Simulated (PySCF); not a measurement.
C2H5O, SMILES CC[O] (connectivity only; charge and spin as stated), charge -1, multiplicity 1.

Geometry: ωB97X-D3(BJ)/def2-SVPD. The spin state was assumed, not searched. The isomer is the one that the SMILES or the coordinates give; other isomers of the formula were not compared.

These are ωB97X-D3(BJ)/def2-SVPD in PySCF values and carry that method's errors.

Frequencies are harmonic and unscaled.

Computed normal modes with their intensities:
```tsv
mode	ν (cm⁻¹)	IR (km/mol)	Raman (Å⁴/amu)	depolarisation	moving atoms (share of kinetic energy)
1	273	1.2	0.1	0.75	H 88 %
2	434	9.1	0.7	0.48	O 35 %, H 33 %, C 32 %
3	778	0.8	2.7	0.75	H 92 %
4	855	12.2	16.0	0.72	C 46 %, H 46 %
5	1050	62.2	14.2	0.16	C 53 %, H 41 %
6	1166	1.2	2.2	0.75	H 57 %, C 40 %
7	1227	258.8	16.0	0.39	C 43 %, O 39 %, H 18 %
8	1269	4.8	9.8	0.75	H 92 %
9	1323	7.4	3.8	0.13	H 74 %, C 25 %
10	1380	120.0	4.7	0.05	H 74 %, C 25 %
11	1437	2.0	5.2	0.75	H 96 %
12	1455	19.5	23.7	0.74	H 95 %
13	1475	15.1	3.4	0.55	H 92 %, C 8 %
14	2592	414.1	385.5	0.75	H 91 %, C 9 %
15	2646	533.3	305.5	0.19	H 96 %
16	2979	113.9	199.6	0.05	H 96 %
17	3070	89.8	78.4	0.59	H 92 %, C 8 %
18	3100	76.3	58.0	0.75	H 90 %, C 10 %
```
